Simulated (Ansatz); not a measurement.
A run for Ansatz (an electronic-structure program): R-B3LYP/def2-TZVPP on methane (SMILES C), atoms moved off the minimum.

Ansatz 0.2 input:
```yaml
crystal:
  periodic: [false, false, false]
  atoms:
    - {symbol: C, position_ang: [0.01395395, 0.04373043, 0.05093319]}
    - {symbol: H, position_ang: [-0.66294131, -0.32742913, -0.77919676]}
    - {symbol: H, position_ang: [0.05350059, 1.12276626, -0.04270639]}
    - {symbol: H, position_ang: [-0.31084123, -0.35358397, 0.96276377]}
    - {symbol: H, position_ang: [0.93960040, -0.42395105, -0.15875946]}
basis:
  gaussian:
    orbitals: def2-TZVPP
hamiltonian:
  xc: {name: B3LYP}
scf: {lower_state_search: off}
output: {forces: true}
```

It printed:

```
WARN ansatz: RAYON_NUM_THREADS=1 ignored (pool sized by the plan → 1); use --threads N
Functional definition: B3LYP
these checks for a lower state are left out or cut short: stability, starts, cluster_reference, orbital_swaps, neighbouring_geometries, increment
integrals: 0.01 GiB planned
416 factors; their error is unknown
mean field: 0.16 GiB planned
mean field evaluation 1: about -1097.2552 eV, gradient 5.1e1 eV
mean field evaluation 2: about -1095.1540 eV, gradient 5.5e1 eV
mean field evaluation 4: about -1102.9920 eV, gradient 1.5e-1 eV
mean field evaluation 8: about -1102.9848 eV, gradient 3.0e-1 eV
mean field evaluation 16: about -1102.9849 eV, gradient 9.9e-6 eV
mean field -1102.98487669 eV, -40.5339465884 hartree, gradient 9.9e-6 eV, S^2 0.000000; 0 other end points of the search recorded, 0 dependent functions left out
the calculation of the forces begins
reference -1102.98506583 eV, -40.5339535392 hartree; 5, 5 occupied and 82, 82 virtual orbitals, 416 factors
Total energy: -1102.98506583 eV, -40.5339535392 hartree
Atom 0 at     0.013954     0.043730     0.050933 Å, force    -1.116790    -0.276402    -2.635457 eV/Å
Atom 1 at    -0.662941    -0.327429    -0.779197 Å, force     0.473090     0.405455     0.996962 eV/Å
Atom 2 at     0.053501     1.122766    -0.042706 Å, force     0.119580     0.049039     0.417910 eV/Å
Atom 3 at    -0.310841    -0.353584     0.962764 Å, force    -0.739278    -0.074901     1.451058 eV/Å
Atom 4 at     0.939600    -0.423951    -0.158759 Å, force     1.263398    -0.103191    -0.230473 eV/Å
Dipole moment:     0.007466    -0.010353    -0.002057 e Å
Checks for a lower state left out: stability, starts, cluster_reference, orbital_swaps, neighbouring_geometries, increment
```

Self-consistency was reached.

Cost: around 0.8 core-seconds (rough).
